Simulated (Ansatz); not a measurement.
**SiHCl (triplet): wave-function methods side by side at distance Cl1–H2 along a hydrogen transfer = 1.392 Å, cc-pVDZ**

How much of the correlation energy of SiHCl (triplet) does each wave-function method recover here?

Computed with Ansatz 0.2.0, Gaussian basis. Level: cc-pVDZ, core rule «outside noble gas», up to 10 orbitals frozen.

The runs, in order: UHF; CCSD(T) on ROHF; CCSD(T) on UHF; BCCD(T) on ROHF; CISD; CCSDT(Q) on ROHF; CCSDT(Q) on UHF; CCSDTQ on ROHF; CASSCF and MRCISD+Q, 4 electrons in 4 orbitals; CASSCF and NEVPT2, 4 electrons in 4 orbitals; CASSCF and MRCISD+Q, 12 electrons in 9 orbitals; CASSCF and NEVPT2, 12 electrons in 9 orbitals.

## Step 1: What is computed

The geometry derives from fragments relaxed apart (PBE0/def2-TZVP) and kept rigid, so it is no stationary point. A hydrogen atom is moved between rigid fragments.

3 atoms, charge 0, spin multiplicity 3.

Atoms are counted from 1 here; the program's logs count them from 0.

Bond lengths: Cl1–H2 1.392 Å.

## Step 2: UHF

File in.yaml:

```yaml
crystal:
  periodic: [false, false, false]
  atoms:
    - {symbol: Cl, position_ang: [0.000000, 0.000000, -1.634667]}
    - {symbol: H, position_ang: [0.000000, 0.000000, -0.242667]}
    - {symbol: Si, position_ang: [0.000000, 0.000000, 1.877333]}
basis:
  gaussian: {orbitals: cc-pVDZ}
magnetization: {spin_polarized: true, initial_magnetization: 2}
hamiltonian: {xc: hf}
output: {orbitals: {seedname: orbitals}}
```

Run with:

```bash
$ ansatz run in.yaml --threads 1 --pin off --events-out ev --progress --plain --max-ram 4096MiB --backend cpu
```

After this run come: CCSD(T) on ROHF; CCSD(T) on UHF; BCCD(T) on ROHF; CISD; CCSDT(Q) on ROHF; CCSDT(Q) on UHF; CCSDTQ on ROHF; CASSCF and MRCISD+Q, 4 electrons in 4 orbitals; CASSCF and NEVPT2, 4 electrons in 4 orbitals; CASSCF and MRCISD+Q, 12 electrons in 9 orbitals; CASSCF and NEVPT2, 12 electrons in 9 orbitals.

Q: Predict the results of all the runs planned. Wanted: RCCSDTQ below the RHF energy; RMP2 from RCCSDTQ; UMP2 from RCCSDTQ; RCCSD from RCCSDTQ; RCCSD(T) from RCCSDTQ; UCCSD(T) from RCCSDTQ; RCCSDT(Q) from RCCSDTQ; UCCSDT(Q) from RCCSDTQ; NEVPT2 pair from RCCSDTQ.

The runs gave:

| quantity | value |
| --- | --- |
| RCCSDTQ below the RHF energy | -6.5884 eV |
| RMP2 from RCCSDTQ | +1073.7 meV |
| UMP2 from RCCSDTQ | +1073.4 meV |
| RCCSD from RCCSDTQ | +152.0 meV |
| RCCSD(T) from RCCSDTQ | +31.0 meV |
| UCCSD(T) from RCCSDTQ | +30.5 meV |
| RCCSDT(Q) from RCCSDTQ | +0.8 meV |
| UCCSDT(Q) from RCCSDTQ | +0.6 meV |
| NEVPT2 pair from RCCSDTQ | +1036.3 meV |
| MRCISD+Q pair from RCCSDTQ | +5.7 meV |
| NEVPT2 valence from RCCSDTQ | +1294.0 meV |
| levels within 1 kcal/mol (43 meV) | RCCSD(T), UCCSD(T), BCCD(T), RCCSDT, UCCSDT, RCCSDT(Q), UCCSDT(Q), MRCISD+Q pair, MRCISD+Q valence |
| T1 diagnostic | 0.015 |
| effectively unpaired electrons | 2.02 |

**Reading.** RCCSD(T) lands +31.0 meV from the yardstick (0.5 % of the correlation energy). One determinant dominates. Of the multireference levels listed MRCISD+Q pair comes nearest in total energy (+5.7 meV), which doesn't show that its space is the better one. These misses are within one basis, not against nature; the frozen cores of restricted and unrestricted runs differ, which can shift their rows.
